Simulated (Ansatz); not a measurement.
Process, species as SMILES: C#N (CH-N) + H+ → C#[NH+]
B3LYP-D3(BJ)/def2-TZVP geometries, fixed; electronic energies without zero-point terms; positive where energy is released.

Basis-set convergence of the proton affinity at wB97M-V with Ansatz (a program for electronic structure). Cartesian d functions, on some or all atoms, in 6-31G*, 6-31+G*; all else is spherical. The program fits the integrals of some runs and decomposes those of others, by size. The proton sits at the site shown, which need not be the one that binds it best. The functional holds VV10 correlation; no added dispersion term, no relativity. Functions are those of the species that has most. Reference: the value in aug-pcseg-3, 174.16 kcal/mol, itself unsure by roughly 0.08 kcal/mol (its mean distance from aug-cc-pVQZ, cc-pV5Z, def2-QZVPPD). Deviations are taken from unrounded values.

| basis | functions | proton affinity (kcal/mol) |
|---|---|---|
| 6-31G* | 34 | 173.51 |
| 6-31+G* | 42 | 170.22 |
| cc-pVDZ | 38 | 173.57 |
| aug-cc-pVDZ | 64 | 171.85 |
| def2-SVP | 38 | 176.01 |
| def2-SVPD | 56 | 174.59 |
| pcseg-1 | 38 | 171.21 |
| aug-pcseg-1 | 64 | 171.29 |
| 6-311G** | 48 | 174.14 |
| 6-311+G** | 56 | 172.62 |
| def2-TZVP | 74 | 173.70 |
| def2-TZVPD | 92 | 173.58 |
| cc-pVTZ | 88 | 174.53 |
| aug-cc-pVTZ | 138 | 173.88 |
| pcseg-2 | 88 | 174.20 |
| aug-pcseg-2 | 138 | 174.11 |
| def2-TZVPP | 90 | 174.17 |
| def2-TZVPPD | 108 | 174.02 |
| cc-pVQZ | 170 | 174.23 |
| aug-cc-pVQZ | 252 | 174.04 |
| def2-QZVPP | 174 | 174.09 |
| def2-QZVPPD | 192 | 174.06 |
| pcseg-3 | 186 | 174.16 |
| aug-pcseg-3 | 268 | 174.16 |

What the diffuse functions change, pair by pair:
- 6-31G* to 6-31+G*: 8 more functions, deviation -0.65 to -3.93 kcal/mol
- cc-pVDZ to aug-cc-pVDZ: 26 more functions, deviation -0.59 to -2.31 kcal/mol
- def2-SVP to def2-SVPD: 18 more functions, deviation 1.85 to 0.43 kcal/mol
- pcseg-1 to aug-pcseg-1: 26 more functions, deviation -2.94 to -2.87 kcal/mol
- 6-311G** to 6-311+G**: 8 more functions, deviation -0.02 to -1.53 kcal/mol
- def2-TZVP to def2-TZVPD: 18 more functions, deviation -0.46 to -0.58 kcal/mol
- cc-pVTZ to aug-cc-pVTZ: 50 more functions, deviation 0.37 to -0.27 kcal/mol
- pcseg-2 to aug-pcseg-2: 50 more functions, deviation 0.04 to -0.04 kcal/mol
- def2-TZVPP to def2-TZVPPD: 18 more functions, deviation 0.02 to -0.14 kcal/mol
- cc-pVQZ to aug-cc-pVQZ: 82 more functions, deviation 0.08 to -0.12 kcal/mol
- def2-QZVPP to def2-QZVPPD: 18 more functions, deviation -0.06 to -0.09 kcal/mol
- pcseg-3 to aug-pcseg-3: 82 more functions, deviation 0.00 to 0.00 kcal/mol

Leaving out the reference's own pair, they bring the value nearer the reference by more than 0.08 kcal/mol in 2 of 11 pairs.
